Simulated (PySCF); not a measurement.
**C2HF2−, a complex of two parts: interaction energy**

What interaction energy should one expect for `C#CF` with `[F-]`?

Programs: PySCF 2.14.0. All values are calculated, for the isolated system unless a continuum is named. Atoms count from 0, parts from 1.

## (1) Starting point

5 atoms, charge -1, multiplicity 1; geometry: GFN2-xTB, MD frame. Parts: 1 = atoms 0–3, `C#CF`, charge 0; 2 = atom 4, `[F-]`, charge -1.

## (2) Counterpoise and decomposition: PBE0-D3(BJ)/def2-TZVPD, 375 fs

What the job is given:

```
{"job": {"kind": "inter", "xc": "PBE0", "basis": "def2-TZVPD", "disp": "d3bj"}, "charge": -1, "multiplicity": 1, "parts": [{"atoms": "0-3", "charge": 0, "multiplicity": 1}, {"atoms": "4-4", "charge": -1, "multiplicity": 1}]}
C     -0.859241    -0.051388     0.490845
C      0.189358    -0.614392     0.705306
F      1.298692    -1.334726     0.931543
H     -1.740866     0.483434     0.079117
F     -2.741707     1.207405    -0.788234
```

Method: PBE0-D3(BJ)/def2-TZVPD interaction energy, counterpoise and uncorrected, gas phase.

Command:

```console
> OMP_NUM_THREADS=1 python cluster_run.py task.json out
```

One launch serves the whole session: the jobs run in the order shown.

The log of the run:

```text
part 1, own basis, geometry of the cluster
coarse grid: 3880 points
cycle   1  E = -176.3815487555  dE =  3.321e-01  |g| = 4.415e-01  |ddm| = 3.396e+00
cycle   2  E = -176.3278138169  dE =  5.373e-02  |g| = 6.426e-01  |ddm| = 9.103e-01
cycle   3  E = -176.4106519100  dE = -8.284e-02  |g| = 1.692e-01  |ddm| = 6.705e-01
cycle   4  E = -176.4177644525  dE = -7.113e-03  |g| = 4.290e-02  |ddm| = 3.842e-01
cycle   5  E = -176.4180224798  dE = -2.580e-04  |g| = 1.129e-02  |ddm| = 3.875e-02
cycle   6  E = -176.4180458102  dE = -2.333e-05  |g| = 2.505e-03  |ddm| = 1.510e-02
cycle   7  E = -176.4180472500  dE = -1.440e-06  |g| = 2.061e-04  |ddm| = 3.444e-03
final grid: 39392 points
cycle   8  E = -176.4190333536  dE = -2.506e-05  |g| = 3.320e-03  |ddm| = 1.431e-01
cycle   9  E = -176.4190319417  dE =  1.412e-06  |g| = 4.524e-03  |ddm| = 1.545e-02
cycle  10  E = -176.4190355593  dE = -3.618e-06  |g| = 6.219e-04  |ddm| = 4.552e-03
cycle  11  E = -176.4190356161  dE = -5.680e-08  |g| = 1.303e-04  |ddm| = 1.099e-03
cycle  12  E = -176.4190356196  dE = -3.444e-09  |g| = 1.159e-05  |ddm| = 2.063e-04
cycle  13  E = -176.4190356195  dE =  2.106e-11  |g| = 1.394e-05  |ddm| = 2.149e-05
converged SCF energy = -176.4190356195

part 2, own basis, geometry of the cluster
coarse grid: 1088 points
cycle   1  E = -99.6480299908  dE = -8.108e-02  |g| = 8.599e-01  |ddm| = 3.156e-01
cycle   2  E = -97.8823061729  dE =  1.766e+00  |g| = 3.110e+00  |ddm| = 2.037e+00
cycle   3  E = -99.7922027745  dE = -1.910e+00  |g| = 7.027e-02  |ddm| = 1.718e+00
cycle   4  E = -99.7924511220  dE = -2.483e-04  |g| = 5.277e-02  |ddm| = 6.585e-02
cycle   5  E = -99.7928802840  dE = -4.292e-04  |g| = 8.706e-03  |ddm| = 1.832e-02
cycle   6  E = -99.7928921043  dE = -1.182e-05  |g| = 1.037e-03  |ddm| = 3.146e-03
cycle   7  E = -99.7928922756  dE = -1.713e-07  |g| = 4.564e-06  |ddm| = 4.256e-04
final grid: 11608 points
cycle   8  E = -99.7963210859  dE = -3.387e-06  |g| = 9.094e-04  |ddm| = 3.670e-03
cycle   9  E = -99.7963207951  dE =  2.908e-07  |g| = 1.611e-03  |ddm| = 9.527e-04
cycle  10  E = -99.7963211908  dE = -3.957e-07  |g| = 1.338e-04  |ddm| = 7.234e-04
cycle  11  E = -99.7963211937  dE = -2.821e-09  |g| = 9.473e-06  |ddm| = 6.123e-05
cycle  12  E = -99.7963211937  dE = -1.550e-11  |g| = 5.050e-07  |ddm| = 4.784e-06
converged SCF energy = -99.7963211937

part 1, own basis, relaxed alone
coarse grid: 3880 points
cycle   1  E = -176.3884380361  dE =  4.664e-01  |g| = 4.533e-01  |ddm| = 4.335e+00
cycle   2  E = -176.3343994303  dE =  5.404e-02  |g| = 6.397e-01  |ddm| = 1.198e+00
cycle   3  E = -176.4201716512  dE = -8.577e-02  |g| = 1.733e-01  |ddm| = 7.232e-01
cycle   4  E = -176.4274689974  dE = -7.297e-03  |g| = 3.473e-02  |ddm| = 1.738e-01
cycle   5  E = -176.4276122541  dE = -1.433e-04  |g| = 1.104e-02  |ddm| = 6.780e-02
cycle   6  E = -176.4276335581  dE = -2.130e-05  |g| = 2.322e-03  |ddm| = 3.581e-02
cycle   7  E = -176.4276347196  dE = -1.161e-06  |g| = 1.751e-04  |ddm| = 5.195e-03
final grid: 39392 points
cycle   8  E = -176.4266432710  dE = -2.228e-05  |g| = 2.563e-03  |ddm| = 1.539e-01
cycle   9  E = -176.4266438215  dE = -5.505e-07  |g| = 1.908e-03  |ddm| = 1.667e-02
cycle  10  E = -176.4266446899  dE = -8.684e-07  |g| = 3.032e-04  |ddm| = 8.308e-03
cycle  11  E = -176.4266446992  dE = -9.294e-09  |g| = 2.114e-04  |ddm| = 3.761e-04
cycle  12  E = -176.4266447057  dE = -6.539e-09  |g| = 3.861e-05  |ddm| = 1.519e-04
cycle  13  E = -176.4266447060  dE = -2.892e-10  |g| = 1.728e-05  |ddm| = 4.444e-05
converged SCF energy = -176.4266447060

part 2, own basis, relaxed alone: E = -99.7963211937 (as before)

cluster
final grid: 51000 points
cycle   1  E = -276.2389084638  dE = -2.713e-02  |g| = 2.916e-01  |ddm| = 2.369e+00
cycle   2  E = -276.1770778050  dE =  6.183e-02  |g| = 6.130e-01  |ddm| = 9.790e-01
cycle   3  E = -276.2582635642  dE = -8.119e-02  |g| = 4.663e-02  |ddm| = 5.392e-01
cycle   4  E = -276.2585358721  dE = -2.723e-04  |g| = 2.330e-02  |ddm| = 7.300e-02
cycle   5  E = -276.2586549726  dE = -1.191e-04  |g| = 2.932e-03  |ddm| = 6.570e-02
cycle   6  E = -276.2586569157  dE = -1.943e-06  |g| = 9.286e-04  |ddm| = 1.783e-02
cycle   7  E = -276.2586571150  dE = -1.994e-07  |g| = 1.021e-04  |ddm| = 4.779e-03
cycle   8  E = -276.2586571178  dE = -2.822e-09  |g| = 3.657e-05  |ddm| = 6.941e-04
cycle   9  E = -276.2586571181  dE = -2.311e-10  |g| = 1.580e-05  |ddm| = 1.745e-04
converged SCF energy = -276.2586571181

part 1 in the basis of the cluster
final grid: 51000 points
cycle   1  E = -176.4190877458  dE = -5.457e-05  |g| = 3.368e-04  |ddm| = 1.247e+00
cycle   2  E = -176.4190877797  dE = -3.393e-08  |g| = 1.102e-04  |ddm| = 4.014e-02
cycle   3  E = -176.4190877741  dE =  5.649e-09  |g| = 1.894e-04  |ddm| = 2.064e-03
cycle   4  E = -176.4190877828  dE = -8.727e-09  |g| = 2.082e-05  |ddm| = 3.550e-04
cycle   5  E = -176.4190877829  dE = -9.507e-11  |g| = 6.610e-06  |ddm| = 7.047e-05
converged SCF energy = -176.4190877829

part 2 in the basis of the cluster
final grid: 51000 points
cycle   1  E = -99.7963921296  dE = -6.578e-05  |g| = 8.658e-04  |ddm| = 6.699e-01
cycle   2  E = -99.7963925341  dE = -4.045e-07  |g| = 1.378e-03  |ddm| = 3.282e-02
cycle   3  E = -99.7963928352  dE = -3.011e-07  |g| = 1.841e-04  |ddm| = 5.852e-03
cycle   4  E = -99.7963928527  dE = -1.743e-08  |g| = 9.294e-06  |ddm| = 3.907e-03
cycle   5  E = -99.7963928528  dE = -1.610e-10  |g| = 2.790e-06  |ddm| = 3.533e-04
converged SCF energy = -99.7963928528

Interaction energy (kcal/mol)
  counterpoise      -27.376
  uncorrected       -27.452
  dispersion part    -0.282
  deformation         4.780
  binding           -22.596

Decomposition of the uncorrected value (kcal/mol)
  electrostatic     -35.464
  Pauli              37.708
  orbital           -29.414
  dispersion         -0.282

Charge of each part in the cluster: -0.097 -0.903
```

Run time: 8.9 s. Hardware: 1 thread of Arm Neoverse V1, shared host; peak memory 0.5 GiB.

Contacts at this geometry (a selection, picked against the atoms' radii; other short pairs can be missing):

| atoms | distance (Å) | kind (by distance and angle) | angle (°) |
| --- | --- | --- | --- |
| H3···F4 | 1.51 | strong hydrogen bond | 166 |

The decomposition goes in steps from the parts' own densities: electrostatics between them unchanged, then the rise on making their orbitals orthogonal (called Pauli here; it holds the exchange-correlation between the parts too, so it can be small or negative at long range), then orbital relaxation, then the dispersion term. Charges of the parts share the cluster's density out in proportion to the parts' own densities.

The SCF energies in the log hold no dispersion term; the tabulated energies do.

The parts:

| part | SMILES | deformation (kcal/mol) | HOMO alone (eV) | charge in the cluster (e) |
| --- | --- | --- | --- | --- |
| 1 | C#CF | 4.78 | -8.38 | -0.097 |
| 2 | [F-] | 0.00 | -0.18 | -0.903 |

## (3) Counterpoise and decomposition: PBE0-D3(BJ)/def2-TZVPD, 600 fs

What the job is given:

```
{"job": {"kind": "inter", "xc": "PBE0", "basis": "def2-TZVPD", "disp": "d3bj"}, "charge": -1, "multiplicity": 1, "parts": [{"atoms": "0-3", "charge": 0, "multiplicity": 1}, {"atoms": "4-4", "charge": -1, "multiplicity": 1}]}
C     -0.575564    -0.277734    -0.118566
C      0.203914    -1.004081     0.398122
F      1.288526    -1.603461     0.927458
H     -1.144346     0.483836    -0.687352
F     -1.872921     1.617439    -1.415346
```

Level: PBE0-D3(BJ)/def2-TZVPD interaction energy, counterpoise and uncorrected, gas phase.

The log of the run:

```text
part 1, own basis, geometry of the cluster
coarse grid: 3880 points
cycle   1  E = -176.3777568351  dE =  3.669e-01  |g| = 4.494e-01  |ddm| = 3.702e+00
cycle   2  E = -176.3337590031  dE =  4.400e-02  |g| = 6.147e-01  |ddm| = 1.003e+00
cycle   3  E = -176.4080432628  dE = -7.428e-02  |g| = 1.691e-01  |ddm| = 8.159e-01
cycle   4  E = -176.4151667077  dE = -7.123e-03  |g| = 3.989e-02  |ddm| = 2.657e-01
cycle   5  E = -176.4153873411  dE = -2.206e-04  |g| = 1.183e-02  |ddm| = 4.057e-02
cycle   6  E = -176.4154120956  dE = -2.475e-05  |g| = 2.579e-03  |ddm| = 3.653e-02
cycle   7  E = -176.4154135854  dE = -1.490e-06  |g| = 2.223e-04  |ddm| = 6.083e-03
final grid: 39392 points
cycle   8  E = -176.4157932578  dE = -2.454e-05  |g| = 2.973e-03  |ddm| = 1.365e-01
cycle   9  E = -176.4157923975  dE =  8.602e-07  |g| = 3.824e-03  |ddm| = 1.288e-02
cycle  10  E = -176.4157951197  dE = -2.722e-06  |g| = 6.666e-04  |ddm| = 5.359e-03
cycle  11  E = -176.4157951831  dE = -6.338e-08  |g| = 1.708e-04  |ddm| = 1.594e-03
cycle  12  E = -176.4157951864  dE = -3.333e-09  |g| = 1.178e-04  |ddm| = 4.580e-04
cycle  13  E = -176.4157951896  dE = -3.240e-09  |g| = 8.340e-06  |ddm| = 1.247e-04
cycle  14  E = -176.4157951896  dE = -1.566e-11  |g| = 6.849e-07  |ddm| = 2.483e-05
converged SCF energy = -176.4157951896

part 2, own basis, geometry of the cluster: E = -99.7963211937 (as before)

part 1, own basis, relaxed alone: E = -176.4266447060 (as before)

part 2, own basis, relaxed alone: E = -99.7963211937 (as before)

cluster
final grid: 51000 points
cycle   1  E = -276.2377740629  dE = -2.596e-02  |g| = 2.762e-01  |ddm| = 4.055e+00
cycle   2  E = -276.1854025036  dE =  5.237e-02  |g| = 5.707e-01  |ddm| = 1.032e+00
cycle   3  E = -276.2552901430  dE = -6.989e-02  |g| = 3.822e-02  |ddm| = 3.563e-01
cycle   4  E = -276.2554449011  dE = -1.548e-04  |g| = 2.264e-02  |ddm| = 4.027e-02
cycle   5  E = -276.2555538155  dE = -1.089e-04  |g| = 2.873e-03  |ddm| = 4.076e-02
cycle   6  E = -276.2555556446  dE = -1.829e-06  |g| = 8.713e-04  |ddm| = 1.555e-02
cycle   7  E = -276.2555558212  dE = -1.766e-07  |g| = 1.028e-04  |ddm| = 3.745e-03
cycle   8  E = -276.2555558235  dE = -2.347e-09  |g| = 6.077e-05  |ddm| = 3.976e-04
cycle   9  E = -276.2555558241  dE = -5.767e-10  |g| = 2.353e-05  |ddm| = 8.917e-05
converged SCF energy = -276.2555558241

part 1 in the basis of the cluster
final grid: 51000 points
cycle   1  E = -176.4158233910  dE = -3.103e-05  |g| = 3.211e-04  |ddm| = 3.710e+00
cycle   2  E = -176.4158234203  dE = -2.926e-08  |g| = 3.118e-05  |ddm| = 1.751e-02
cycle   3  E = -176.4158234202  dE =  4.138e-11  |g| = 3.596e-05  |ddm| = 8.469e-04
cycle   4  E = -176.4158234205  dE = -2.768e-10  |g| = 1.205e-05  |ddm| = 3.078e-05
converged SCF energy = -176.4158234205

part 2 in the basis of the cluster
final grid: 51000 points
cycle   1  E = -99.7963893654  dE = -6.603e-05  |g| = 8.501e-04  |ddm| = 3.549e-01
cycle   2  E = -99.7963897797  dE = -4.144e-07  |g| = 1.337e-03  |ddm| = 2.010e-02
cycle   3  E = -99.7963900633  dE = -2.836e-07  |g| = 1.887e-04  |ddm| = 3.820e-03
cycle   4  E = -99.7963900810  dE = -1.767e-08  |g| = 9.637e-06  |ddm| = 2.824e-03
cycle   5  E = -99.7963900812  dE = -1.676e-10  |g| = 2.918e-06  |ddm| = 1.988e-04
converged SCF energy = -99.7963900812

Interaction energy (kcal/mol)
  counterpoise      -27.476
  uncorrected       -27.537
  dispersion part    -0.278
  deformation         6.811
  binding           -20.665

Decomposition of the uncorrected value (kcal/mol)
  electrostatic     -34.285
  Pauli              34.471
  orbital           -27.445
  dispersion         -0.278

Charge of each part in the cluster: -0.092 -0.908
```

It took 7.4 s on 1 thread of Arm Neoverse V1, shared host; peak memory 0.5 GiB.

In short: -27.48 kcal/mol with counterpoise, basis-set superposition error 0.06.

## (4) Interaction energy: PBE0-D3(BJ)/def2-TZVPD, 825 fs

What the job is given:

```
{"job": {"kind": "inter", "xc": "PBE0", "basis": "def2-TZVPD", "disp": "d3bj"}, "charge": -1, "multiplicity": 1, "parts": [{"atoms": "0-3", "charge": 0, "multiplicity": 1}, {"atoms": "4-4", "charge": -1, "multiplicity": 1}]}
C      0.319169     0.132840     0.021214
C      0.948621    -0.812371     0.438323
F      1.715232    -1.772558     0.920837
H     -0.483054     0.838518    -0.401249
F     -1.514380     1.683954    -0.995368
```

Level: PBE0-D3(BJ)/def2-TZVPD interaction energy, counterpoise and uncorrected, gas phase.

The log of the run:

```text
part 1, own basis, geometry of the cluster
coarse grid: 3880 points
cycle   1  E = -176.3824501679  dE =  3.468e-01  |g| = 4.338e-01  |ddm| = 3.437e+00
cycle   2  E = -176.3353020275  dE =  4.715e-02  |g| = 6.126e-01  |ddm| = 9.812e-01
cycle   3  E = -176.4100497456  dE = -7.475e-02  |g| = 1.738e-01  |ddm| = 6.259e-01
cycle   4  E = -176.4175809182  dE = -7.531e-03  |g| = 4.148e-02  |ddm| = 4.751e-01
cycle   5  E = -176.4178166829  dE = -2.358e-04  |g| = 1.084e-02  |ddm| = 3.981e-02
cycle   6  E = -176.4178381597  dE = -2.148e-05  |g| = 2.549e-03  |ddm| = 1.984e-02
cycle   7  E = -176.4178396411  dE = -1.481e-06  |g| = 1.903e-04  |ddm| = 5.668e-03
final grid: 39392 points
cycle   8  E = -176.4184018284  dE = -2.275e-05  |g| = 2.726e-03  |ddm| = 1.446e-01
cycle   9  E = -176.4184011429  dE =  6.855e-07  |g| = 3.461e-03  |ddm| = 1.779e-02
cycle  10  E = -176.4184033274  dE = -2.184e-06  |g| = 5.720e-04  |ddm| = 5.715e-03
cycle  11  E = -176.4184033719  dE = -4.453e-08  |g| = 1.247e-04  |ddm| = 1.256e-03
cycle  12  E = -176.4184033746  dE = -2.661e-09  |g| = 4.533e-05  |ddm| = 4.162e-04
cycle  13  E = -176.4184033750  dE = -4.287e-10  |g| = 1.881e-05  |ddm| = 7.166e-05
converged SCF energy = -176.4184033750

part 2, own basis, geometry of the cluster: E = -99.7963211937 (as before)

part 1, own basis, relaxed alone: E = -176.4266447060 (as before)

part 2, own basis, relaxed alone: E = -99.7963211937 (as before)

cluster
final grid: 51000 points
cycle   1  E = -276.2420355907  dE = -3.381e-02  |g| = 2.981e-01  |ddm| = 5.185e+00
cycle   2  E = -276.1802524034  dE =  6.178e-02  |g| = 6.191e-01  |ddm| = 1.294e+00
cycle   3  E = -276.2620297191  dE = -8.178e-02  |g| = 5.069e-02  |ddm| = 7.582e-01
cycle   4  E = -276.2623661551  dE = -3.364e-04  |g| = 2.386e-02  |ddm| = 1.761e-01
cycle   5  E = -276.2624935170  dE = -1.274e-04  |g| = 3.097e-03  |ddm| = 7.643e-02
cycle   6  E = -276.2624957805  dE = -2.264e-06  |g| = 1.022e-03  |ddm| = 4.574e-02
cycle   7  E = -276.2624960277  dE = -2.473e-07  |g| = 1.355e-04  |ddm| = 4.759e-03
cycle   8  E = -276.2624960302  dE = -2.477e-09  |g| = 1.063e-04  |ddm| = 1.819e-03
cycle   9  E = -276.2624960320  dE = -1.792e-09  |g| = 1.857e-05  |ddm| = 2.727e-04
cycle  10  E = -276.2624960321  dE = -6.503e-11  |g| = 1.866e-06  |ddm| = 1.017e-04
converged SCF energy = -276.2624960321

part 1 in the basis of the cluster
final grid: 51000 points
cycle   1  E = -176.4184604454  dE = -5.986e-05  |g| = 3.916e-04  |ddm| = 1.746e+00
cycle   2  E = -176.4184604791  dE = -3.374e-08  |g| = 7.925e-05  |ddm| = 5.194e-02
cycle   3  E = -176.4184604770  dE =  2.129e-09  |g| = 1.262e-04  |ddm| = 1.982e-03
cycle   4  E = -176.4184604804  dE = -3.371e-09  |g| = 2.385e-05  |ddm| = 1.414e-04
cycle   5  E = -176.4184604805  dE = -1.403e-10  |g| = 5.918e-06  |ddm| = 1.199e-04
converged SCF energy = -176.4184604805

part 2 in the basis of the cluster
final grid: 51000 points
cycle   1  E = -99.7963940124  dE = -6.787e-05  |g| = 8.464e-04  |ddm| = 6.808e-01
cycle   2  E = -99.7963944145  dE = -4.021e-07  |g| = 1.321e-03  |ddm| = 3.268e-02
cycle   3  E = -99.7963946908  dE = -2.763e-07  |g| = 1.935e-04  |ddm| = 5.240e-03
cycle   4  E = -99.7963947083  dE = -1.754e-08  |g| = 9.830e-06  |ddm| = 3.823e-03
cycle   5  E = -99.7963947085  dE = -1.752e-10  |g| = 3.056e-06  |ddm| = 4.256e-04
converged SCF energy = -99.7963947085

Interaction energy (kcal/mol)
  counterpoise      -30.174
  uncorrected       -30.254
  dispersion part    -0.279
  deformation         5.177
  binding           -24.997

Decomposition of the uncorrected value (kcal/mol)
  electrostatic     -38.341
  Pauli              42.418
  orbital           -34.053
  dispersion         -0.279

Charge of each part in the cluster: -0.111 -0.889
```

It took 7.8 s on 1 thread of Arm Neoverse V1, shared host; peak memory 0.5 GiB.

Counterpoise interaction energy: -30.17 kcal/mol.

## (5) Counterpoise and decomposition: PBE0-D3(BJ)/def2-TZVPD, 1050 fs

What the job is given:

```
{"job": {"kind": "inter", "xc": "PBE0", "basis": "def2-TZVPD", "disp": "d3bj"}, "charge": -1, "multiplicity": 1, "parts": [{"atoms": "0-3", "charge": 0, "multiplicity": 1}, {"atoms": "4-4", "charge": -1, "multiplicity": 1}]}
C     -0.033247     0.292311     0.354835
C      0.776535    -0.558419     0.309790
F      1.669392    -1.548148     0.388249
H     -0.523207     1.194127     0.028031
F     -1.202379     2.122253    -0.900238
```

Method: PBE0-D3(BJ)/def2-TZVPD interaction energy, counterpoise and uncorrected, gas phase.

The log of the run:

```text
part 1, own basis, geometry of the cluster
coarse grid: 3880 points
cycle   1  E = -176.3777386022  dE =  4.106e-01  |g| = 4.610e-01  |ddm| = 3.465e+00
cycle   2  E = -176.3260578328  dE =  5.168e-02  |g| = 6.421e-01  |ddm| = 1.222e+00
cycle   3  E = -176.4102721413  dE = -8.421e-02  |g| = 1.707e-01  |ddm| = 6.582e-01
cycle   4  E = -176.4174866769  dE = -7.215e-03  |g| = 3.727e-02  |ddm| = 5.559e-01
cycle   5  E = -176.4176643268  dE = -1.776e-04  |g| = 1.189e-02  |ddm| = 3.071e-02
cycle   6  E = -176.4176889500  dE = -2.462e-05  |g| = 2.500e-03  |ddm| = 2.266e-02
cycle   7  E = -176.4176903230  dE = -1.373e-06  |g| = 2.073e-04  |ddm| = 6.900e-03
final grid: 39392 points
cycle   8  E = -176.4180076105  dE = -2.620e-05  |g| = 2.920e-03  |ddm| = 8.015e-02
cycle   9  E = -176.4180069713  dE =  6.392e-07  |g| = 3.624e-03  |ddm| = 2.560e-02
cycle  10  E = -176.4180093939  dE = -2.423e-06  |g| = 6.614e-04  |ddm| = 8.275e-03
cycle  11  E = -176.4180094544  dE = -6.048e-08  |g| = 1.356e-04  |ddm| = 2.248e-03
cycle  12  E = -176.4180094577  dE = -3.234e-09  |g| = 1.957e-05  |ddm| = 3.600e-04
cycle  13  E = -176.4180094576  dE =  2.609e-11  |g| = 2.171e-05  |ddm| = 6.318e-05
converged SCF energy = -176.4180094576

part 2, own basis, geometry of the cluster: E = -99.7963211937 (as before)

part 1, own basis, relaxed alone: E = -176.4266447060 (as before)

part 2, own basis, relaxed alone: E = -99.7963211937 (as before)

cluster
final grid: 51000 points
cycle   1  E = -276.2307830063  dE = -3.009e-02  |g| = 2.939e-01  |ddm| = 3.296e+00
cycle   2  E = -276.1785141131  dE =  5.227e-02  |g| = 5.913e-01  |ddm| = 1.004e+00
cycle   3  E = -276.2496782335  dE = -7.116e-02  |g| = 4.072e-02  |ddm| = 6.660e-01
cycle   4  E = -276.2498490843  dE = -1.709e-04  |g| = 2.574e-02  |ddm| = 1.249e-01
cycle   5  E = -276.2499927466  dE = -1.437e-04  |g| = 2.927e-03  |ddm| = 4.317e-02
cycle   6  E = -276.2499946857  dE = -1.939e-06  |g| = 8.990e-04  |ddm| = 2.524e-02
cycle   7  E = -276.2499948586  dE = -1.730e-07  |g| = 2.033e-04  |ddm| = 2.475e-03
cycle   8  E = -276.2499948651  dE = -6.422e-09  |g| = 8.872e-05  |ddm| = 9.977e-04
cycle   9  E = -276.2499948662  dE = -1.152e-09  |g| = 2.727e-05  |ddm| = 3.588e-04
cycle  10  E = -276.2499948664  dE = -1.653e-10  |g| = 2.563e-06  |ddm| = 1.036e-04
converged SCF energy = -276.2499948664

part 1 in the basis of the cluster
final grid: 51000 points
cycle   1  E = -176.4180551859  dE = -4.875e-05  |g| = 3.590e-04  |ddm| = 1.061e+00
cycle   2  E = -176.4180552353  dE = -4.942e-08  |g| = 7.512e-05  |ddm| = 5.307e-02
cycle   3  E = -176.4180552350  dE =  3.092e-10  |g| = 9.046e-05  |ddm| = 2.637e-03
cycle   4  E = -176.4180552366  dE = -1.595e-09  |g| = 2.606e-05  |ddm| = 2.368e-04
cycle   5  E = -176.4180552367  dE = -1.406e-10  |g| = 5.000e-06  |ddm| = 7.782e-05
converged SCF energy = -176.4180552367

part 2 in the basis of the cluster
final grid: 51000 points
cycle   1  E = -99.7963897340  dE = -6.245e-05  |g| = 9.047e-04  |ddm| = 5.576e-01
cycle   2  E = -99.7963901500  dE = -4.161e-07  |g| = 1.465e-03  |ddm| = 4.089e-02
cycle   3  E = -99.7963904901  dE = -3.401e-07  |g| = 1.801e-04  |ddm| = 3.849e-03
cycle   4  E = -99.7963905080  dE = -1.786e-08  |g| = 1.014e-05  |ddm| = 3.548e-03
cycle   5  E = -99.7963905081  dE = -1.603e-10  |g| = 2.910e-06  |ddm| = 3.078e-04
converged SCF energy = -99.7963905081

Interaction energy (kcal/mol)
  counterpoise      -22.610
  uncorrected       -22.681
  dispersion part    -0.303
  deformation         5.419
  binding           -17.191

Decomposition of the uncorrected value (kcal/mol)
  electrostatic     -36.471
  Pauli              45.028
  orbital           -30.935
  dispersion         -0.303

Charge of each part in the cluster: -0.099 -0.901
```

Wall time 7.9 s (1 thread of Arm Neoverse V1, shared host); peak memory 0.5 GiB.

Counterpoise interaction energy: -22.61 kcal/mol.

[end of part 1 of 2]
